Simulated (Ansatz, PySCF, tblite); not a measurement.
Energy landscape of CH2, triplet: symmetric bend, bond length relaxed. Scanned: H-C-H angle. Other coordinates (C-H bond length) were minimised at PBE0/def2-TZVP.

Levels: GFN2-xTB, 300 K electronic temperature (tblite); UHF/LANL2DZ = unrestricted Hartree-Fock/LANL2DZ (PySCF); UHF/6-31G* = unrestricted Hartree-Fock/6-31G*, spherical d in PySCF 2.14.0; FCI/cc-pVDZ = full CI/cc-pVDZ, frozen core (Ansatz, a program for electronic structure).

Energies relative to the lowest point of each profile, in kcal/mol; the last columns give the difference from FCI:

| a / ° | GFN2-xTB | UHF/LANL2DZ | UHF/6-31G* | FCI/cc-pVDZ | GFN2-xTB − FCI/cc-pVDZ | UHF/LANL2DZ − FCI/cc-pVDZ | UHF/6-31G* − FCI/cc-pVDZ |
|---|---|---|---|---|---|---|---|
| 171.60 | 3.2 | 5.9 | 7.8 | 6.4 | -3.2 | -0.4 | 1.4 |
| 165.85 | 2.7 | 5.1 | 6.8 | 5.5 | -2.8 | -0.4 | 1.3 |
| 156.74 | 1.7 | 3.4 | 4.6 | 3.6 | -1.9 | -0.2 | 1.0 |
| 149.23 | 0.9 | 1.9 | 2.7 | 2.0 | -1.1 | -0.2 | 0.6 |
| 140.75 | 0.2 | 0.5 | 0.9 | 0.6 | -0.4 | -0.1 | 0.3 |
| 132.26 | 0.0 | 0.0 | 0.0 | 0.0 | 0.0 | 0.0 | 0.0 |
| 122.75 | 0.9 | 1.0 | 0.7 | 0.8 | 0.0 | 0.2 | -0.2 |
| 114.06 | 3.0 | 3.8 | 3.2 | 3.3 | -0.3 | 0.5 | -0.1 |
| 109.17 | 4.9 | 6.3 | 5.6 | 5.6 | -0.6 | 0.7 | 0.0 |
| 99.09 | 10.8 | 13.9 | 13.0 | 12.3 | -1.5 | 1.5 | 0.6 |
| 93.84 | 15.0 | 19.2 | 18.2 | 17.0 | -2.0 | 2.2 | 1.2 |
| 83.75 | 25.9 | 32.5 | 31.2 | 28.6 | -2.7 | 3.9 | 2.6 |
| 75.26 | — | 46.9 | — | 41.2 | — | 5.8 | — |
| 67.61 | — | 62.7 | — | 54.9 | — | 7.7 | — |

GFN2-xTB is furthest from FCI/cc-pVDZ at 171.60 (-3.2 kcal/mol, below); its mean absolute difference over the points is 1.4 kcal/mol.

UHF/LANL2DZ is furthest from FCI/cc-pVDZ at 67.61 (7.7 kcal/mol, above); its mean absolute difference over the points is 1.7 kcal/mol.

UHF/6-31G* is furthest from FCI/cc-pVDZ at 83.75 (2.6 kcal/mol, above); its mean absolute difference over the points is 0.8 kcal/mol.

A dash means that the run gave no value there, or that the column was ended at a point which the program doubted or which failed a test of continuity chosen for this set; such a test can also cut sound points.

The scan ran from 180.0 to 60.0; beyond the range shown the relaxed coordinates jump or full CI changes its symmetry label.
